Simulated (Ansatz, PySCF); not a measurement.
This PySCF input computes a PBE/def2-TZVPD energy:

```python
from pyscf import gto, scf, dft

mol = gto.M(
    atom='''
    C     0.03001831    0.38890657    0.00079542
    C     1.23978496   -0.08731897   -0.00655119
    F    -1.07186953   -0.39122524    0.00452518
    H    -0.22543144    1.44614772    0.00468087
    H     2.25343763    0.26535385   -0.01087281
    ''',
    basis='def2-tzvpd',
    charge=0,
    spin=1,
    verbose=4,
)

mf = dft.UKS(mol, xc='pbe').density_fit(auxbasis='def2-universal-jkfit')
mf.grids.level = 3
mf.conv_tol = 1e-9
mf.max_cycle = 100
mf.max_memory = 1500
mf.kernel()
if not mf.converged:
    mf = mf.newton()
    mf.kernel(mf.make_rdm1())
for _ in range(2):
    mo, _, stable, _ = mf.stability(return_status=True)
    if stable:
        break
    mf.kernel(mf.make_rdm1(mo, mf.mo_occ))
mf.analyze()
```

Q: Write an input for the same energy in Ansatz (a program for electronic structure) and say what it gives.

A: 
Ansatz 0.2 input:
```yaml
crystal:
  periodic: [false, false, false]
  atoms:
    - {symbol: C, position_ang: [0.03001831, 0.38890657, 0.00079542]}
    - {symbol: C, position_ang: [1.23978496, -0.08731897, -0.00655119]}
    - {symbol: F, position_ang: [-1.07186953, -0.39122524, 0.00452518]}
    - {symbol: H, position_ang: [-0.22543144, 1.44614772, 0.00468087]}
    - {symbol: H, position_ang: [2.25343763, 0.26535385, -0.01087281]}
basis:
  gaussian:
    orbitals: def2-TZVPD
hamiltonian:
  xc: {name: PBE}
magnetization: {spin_polarized: true, initial_magnetization: 1}
output: {forces: true}
```
It gives -177.01343 Eh, and PySCF -177.01351 Eh, a difference of 0.08 mEh, from the treatment of integrals and grids.

It need not be the lowest isomer of its formula.
